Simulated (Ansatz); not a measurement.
**Structure relaxation of CsLi₂**

Method: Ansatz, DFT PBE, scalar-relativistic, plane waves, PAW. Cutoff 420 eV, Γ-centred k mesh, Gaussian smearing, no spin polarisation in the final step.

CsLi₂ was placed on the Cu2Sb structure type (P4/nmm, No. 129), with Cs in place of Sb, Li in place of Cu, at a guessed volume.

```
CELL_PARAMETERS angstrom
4.38836 0.00000 0.00000
0.00000 4.38836 0.00000
0.00000 0.00000 6.69577
ATOMIC_POSITIONS crystal
Cs 0.00000 0.50000 0.70000
Cs 0.50000 0.00000 0.30000
Li 0.00000 0.00000 0.00000
Li 0.50000 0.50000 0.00000
Li 0.00000 0.50000 0.27000
Li 0.50000 0.00000 0.73000
```

Cell and atoms relax at zero pressure; the relaxation can't lower the symmetry of the start. After a coarse first stage the cell is made exact in the group found at 0.06 Å.

Formation energies are uncorrected and refer to the elements' standard structures at the same level.

(1) Which crystal results?

(2) What are its volume, energy, density and gap?

## Answers

(1) It keeps P4/nmm (No. 129), but not the shape of the type it started on. Conventional cell: a = 5.600 Å, c = 9.384 Å. Cs has 5 Li at 4.13–4.14 Å and 4 Li at 4.43 Å; around Li on Wyckoff site a (2 atoms of the primitive cell) lie 4 Li at 3.00 Å; Li on Wyckoff site c (2 atoms of the primitive cell) has 4 Li at 3.00 Å.

```cif
data_structure
_symmetry_space_group_name_H-M 'P4/nmm:1'
_symmetry_Int_Tables_number 129
_cell_length_a 5.6005
_cell_length_b 5.6005
_cell_length_c 9.3837
_cell_angle_alpha 90.000
_cell_angle_beta 90.000
_cell_angle_gamma 90.000
_cell_volume 294.32
loop_
_atom_site_label
_atom_site_type_symbol
_atom_site_symmetry_multiplicity
_atom_site_Wyckoff_symbol
_atom_site_fract_x
_atom_site_fract_y
_atom_site_fract_z
_atom_site_occupancy
Cs1 Cs 2 c 0.00000 0.50000 0.67436 1
Li1 Li 2 a 0.00000 0.00000 0.00000 1
Li2 Li 2 c 0.00000 0.50000 0.11425 1
```

(2) The volume per atom is 49.05 Å³. The density is 1.66 g/cm³, the energy over the elements is 0.15 eV/atom and the gap on the 8×8×6 mesh is 0 eV (a metal).

The final run used a 8×8×6 mesh on its 6-atom cell and 0.10 eV smearing. The k mesh leaves about 4 meV/atom of noise in metals. A structure relaxed within its symmetry needn't be a true minimum.

Cost: 3 runs of about 8.3 core-minutes in all, on Arm Neoverse N1 (shared hosts).